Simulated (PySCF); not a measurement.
Species: C5H6F (doublet state).
Structure used (GFN2-xTB), in Å, numbered top down from 1:
```xyz
12
C5H6F angstrom
C     -1.039   -1.822   -1.149
C     -0.251   -0.809   -1.036
C      0.576    0.242   -0.942
C      0.761    1.015    0.185
C      0.109    0.869    1.507
F      1.644    2.043    0.097
H     -0.721   -2.835   -0.931
H     -2.068   -1.726   -1.474
H      1.151    0.512   -1.821
H     -0.441    1.776    1.767
H      0.855    0.707    2.288
H     -0.575    0.027    1.482
```

Identity: `C=[C]/C=C(\C)F` [radical].

Method used: UKS B3LYP, pcH-1 on C F H, non-relativistic, mean-field spin-orbit, GIAO in PySCF 2.14.0. Isolated species at its GFN2-xTB geometry, gas phase. The geometry wasn't refined by DFT: couplings that depend on bond lengths, twists or pyramidal angles can differ widely from those at the functional's own minimum. Stability of the SCF solution: not tested. ⟨S²⟩ is 0.775 where a pure state has 0.75.

Mulliken spin populations: C1 -0.113, C2 +0.587, C3 -0.240, C4 +0.612, C5 -0.053, F6 +0.041, H7 +0.050, H8 +0.050, H9 +0.009, H10 +0.029, H11 +0.029, H12 0.000. Main spin sites, with 60 % or more of the largest population: C2, C4; positions count bonds from the nearest.

**Question.** Give the computed dipolar 1H tensors of H7, H8, H10, H11, H12.

**Answer.** 
```json
{"atom": "H7", "position": "2 bonds from C2, on C1 of spin population -0.11", "distance from C4 (Å)": "4.27", "T1 (MHz)": "-3.00", "T2": "-2.29", "T3": "5.29"}
{"atom": "H8", "position": "2 bonds from C2, on C1 of spin population -0.11", "distance from C4 (Å)": "4.27", "T1 (MHz)": "-3.00", "T2": "-2.29", "T3": "5.29"}
{"atom": "H10", "position": "2 bonds from C4", "distance from C4 (Å)": "2.13", "T1 (MHz)": "-3.41", "T2": "-2.80", "T3": "6.22"}
{"atom": "H11", "position": "2 bonds from C4", "distance from C4 (Å)": "2.13", "T1 (MHz)": "-3.41", "T2": "-2.81", "T3": "6.22"}
{"atom": "H12", "position": "2 bonds from C4", "distance from C4 (Å)": "2.11", "T1 (MHz)": "-3.73", "T2": "-1.92", "T3": "5.65"}
```

**Question.** Estimate them with point dipoles: put each population ρk at its nucleus, leave out the nucleus itself and the atom bound to it, and sum T = Σ [ρk/(2S)]·C·(3 n nᵀ − 1)/r³ with C = μ0 gₑ μB g_N μN/(4π h) = 79.06 MHz Å³.

**Answer.** 
```csv
atom,T1 (MHz),T2,T3,"T3, computed",difference in T3 (%)
H7,-5.82,-4.32,10.14,5.29,+92
H8,-5.82,-4.32,10.14,5.29,+92
H10,-5.16,-4.81,9.97,6.22,+60
H11,-5.16,-4.81,9.97,6.22,+60
H12,-6.81,-1.77,8.58,5.65,+52
```
